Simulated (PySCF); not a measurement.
C2H6S, SMILES CCS (PBE0/def2-SVP optimised geometry):

```
9

C     -0.761    -0.482     0.000
C      0.756    -0.482     0.000
S      1.510     0.258     1.484
H     -1.150    -0.992    -0.896
H     -1.160     0.545     0.000
H     -1.156    -0.994     0.890
H      1.147    -1.511    -0.010
H      1.160     0.014    -0.896
H      1.046     1.511     1.288
```

Computed with PBE0/def2-TZVP (PySCF).

Question: What are the frontier orbital energies and the dipole moment?

Answer: HOMO-2 -9.94 eV, HOMO-1 -9.09 eV, HOMO -6.76 eV, LUMO 0.47 eV, LUMO+1 1.60 eV; dipole moment 1.66 D.

On the same geometry PBE/def2-TZVP (PySCF) gives HOMO-2 -8.53 eV, HOMO-1 -7.79 eV, HOMO -5.51 eV, LUMO -0.45 eV, LUMO+1 0.62 eV; dipole moment 1.61 D.

Meta-Löwdin charges at PBE0/def2-TZVP: C1 -0.34, C2 -0.25, S3 -0.10, H4 0.12, H5 0.11, H6 0.12, H7 0.13, H8 0.12, H9 0.09.
